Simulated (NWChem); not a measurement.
Correlation energy of ammonia (H3N)

```
N
H 1 1.0309
H 1 1.0310 2 104.01
H 1 1.0310 2 104.01 3 -108.62
```
Charge 0, spin multiplicity 1.

All runs are NWChem calculations. Structure: optimised with PBE/def2-SVP, a minimum by its harmonic frequencies.

Basis set: cc-pVTZ. Each correlation energy counts from its own Hartree-Fock reference.

The correlated methods keep 1 core orbital frozen. Coupled-cluster values serve here as a point of comparison, not as the truth.

### Question
Order these methods by the correlation energy they give, lowest first: RI-MP2, SCS-MP2, CR-CCSD[T], CCSD, CCSD+T(CCSD).

### Answer
CCSD+T(CCSD) (-257.2 mHa), CR-CCSD[T] (-256.1 mHa), CCSD (-249.1 mHa), SCS-MP2 (-238.6 mHa), RI-MP2 (-236.5 mHa)
